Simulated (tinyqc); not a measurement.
Coupled-perturbed Hartree-Fock on RHF in the sto-3g basis, for LiH, spin multiplicity 1, step by step. One step of it, computed by the program tinyqc.

Question. Orthogonalisation. S = U s U^T; symmetric (Loewdin) form X = U s^(-1/2) U^T, so that X^T S X = 1.

overlap S:
```
           1Li 1s    1Li 2s   1Li 2px   1Li 2py   1Li 2pz     2H 1s
1Li 1s   1.000000  0.241137  0.000000  0.000000  0.000000  0.100078
1Li 2s   0.241137  1.000000  0.000000  0.000000  0.000000  0.443359
1Li 2px  0.000000  0.000000  1.000000  0.000000  0.000000  0.000000
1Li 2py  0.000000  0.000000  0.000000  1.000000  0.000000  0.000000
1Li 2pz  0.000000  0.000000  0.000000  0.000000  1.000000  0.543037
2H 1s    0.100078  0.443359  0.000000  0.000000  0.543037  1.000000
```

Give: eigenvalues of S; X.

Answer.

eigenvalues of S: 0.2968  0.7963  1.0000  1.0000  1.1603  1.7467

X:
```
          1Li 1s   1Li 2s  1Li 2px  1Li 2py  1Li 2pz    2H 1s
1Li 1s    1.0230  -0.1231   0.0000   0.0000   0.0025  -0.0112
1Li 2s   -0.1231   1.1414   0.0000   0.0000   0.1456  -0.3348
1Li 2px   0.0000   0.0000   1.0000   0.0000   0.0000   0.0000
1Li 2py   0.0000   0.0000   0.0000   1.0000   0.0000   0.0000
1Li 2pz   0.0025   0.1456   0.0000   0.0000   1.1787  -0.4115
2H 1s    -0.0112  -0.3348   0.0000   0.0000  -0.4115   1.2981
```
